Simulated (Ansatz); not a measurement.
System: CH$_{3}$O (charge -1, singlet). It need not be the lowest isomer of its formula. Whether it binds its extra electron was not tested at this geometry. 
Coordinates optimised at B3LYP-D3(BJ)/def2-TZVP (Ansatz, an electronic-structure program):
```
C
O 1 1.3204
H 1 1.1462 2 116.58
H 1 1.1462 3 101.52 2 127.77
H 1 1.1462 3 101.52 4 104.45
```
Charge -1, spin multiplicity 1.

Basis-set convergence of Hartree-Fock and CCSD correlation energies (hartree) with Ansatz. Valence correlation only, unless marked. Spin-orbit coupling is left out. Non-relativistic. This anion needs diffuse functions, which these sets lack.

```tsv
basis	functions	E(HF)	E(corr, CCSD)
def2-SVP	43	-114.29967	-0.36167
def2-TZVPP	104	-114.45219	-0.45124
def2-QZVPP	204	[?]	[?]
```

### Question
Complete the blanks.

### Answer

- def2-QZVPP, E(HF): -114.46132
- def2-QZVPP, E(corr, CCSD): -0.48026
